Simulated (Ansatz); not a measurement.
in.yaml

```yaml
crystal:
  periodic: [false, false, false]
  atoms:
    - {symbol: C, position_ang: [0.000000, -1.033304, 0.000000]}
    - {symbol: Si, position_ang: [0.000000, 0.258963, 1.213707]}
    - {symbol: Si, position_ang: [0.000000, 0.258963, -1.213707]}
    - {symbol: H, position_ang: [0.000000, -2.118684, 0.000000]}
basis:
  gaussian: {orbitals: cc-pVDZ}
magnetization: {spin_polarized: true, initial_magnetization: 1}
correlation: {method: bccd_t, electrons: outside_noble_gas}
nroots: 3
output: {forces: true}
```

```sh
$ ansatz run in.yaml --threads 1 --pin off --events-out ev --progress --plain --max-ram 2393MiB
```

Question: One thing in this input was set wrong on purpose, beside settings that are merely unusual. What is the gravest fault, and what does the program do?

Answer: Unknown input key. How the run ends: refused.
```
Error: YAML parse error: error: line 12 column 1: unknown field `nroots`, expected one of crystal, accuracy, basis, kpoints, hamiltonian, magnetization, projection, total_charge, correlation, batch, efield, external_charges, scf, relax, neb, saddle, md, ramp, phonons, dielectric, real_time, elastic, magnetic_configurations, gw, evaluate, workflow, output, checkpoint, execution
  --> <input>:12:1
   |
10 | magnetization: {spin_polarized: true, initial_magnetization: 1}
11 | correlation: {method: bccd_t, electrons: outside_noble_gas}
12 | nroots: 3
   | ^ unknown field `nroots`, expected one of crystal, accuracy, basis, kpoints, hamiltonian, magnetization, projection, total_charge, correlation, batch, efield, external_charges, scf, relax, neb, saddle, md, ramp, phonons, dielectric, real_time, elastic, magnetic_configurations, gw, evaluate, workflow, output, checkpoint, execution
13 | output: {forces: true}
   |
```
